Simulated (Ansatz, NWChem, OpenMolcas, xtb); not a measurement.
Relative energies of C4H8 isomers

2 of its isomers, all singlets with charge 0: A = cyclobutane `C1CCC1`; B = isobutene `C=C(C)C`.

Shapes, held fixed at every level: PBE0-D4/def2-TZVP. Programs: Ansatz 0.2.0, NWChem 7.3.0, OpenMolcas 26.06, xtb 6.7.1. A level may come from different programs for different species; with the same settings they agree closely.

Electronic energies in kJ/mol, without zero-point or thermal terms.

**Question.** Which isomer should be the most stable, and roughly by how much?

**Answer.** B < A in rising energy, over a span of 31 kJ/mol, by BCCD(T)/6-31G* (spherical functions). All levels agree on that. The B − A difference spans -32.2 to -13.1 kJ/mol over the levels. 

| level | kind | B − A |
| --- | --- | --- |
| GFN0-xTB | semi-empirical | -29.0 |
| revPBE/6-31G* (spherical functions) | GGA | -26.4 |
| TPSS/6-31G* (spherical functions) | meta-GGA | -24.1 |
| PBE0/6-31G* (spherical functions) | global hybrid | -13.1 |
| B2PLYP/6-31G* (spherical functions) | double hybrid | -32.2 |
| MP3/6-31G* (spherical functions) | perturbation theory | -25.6 |
| CCSD(T)/6-31G* (spherical functions) | coupled cluster or CI | -31.0 |
| CCSD/6-31G* (spherical functions) | coupled cluster or CI | -28.9 |
| BCCD(T)/6-31G* (spherical functions) | coupled cluster or CI | -31.0 |
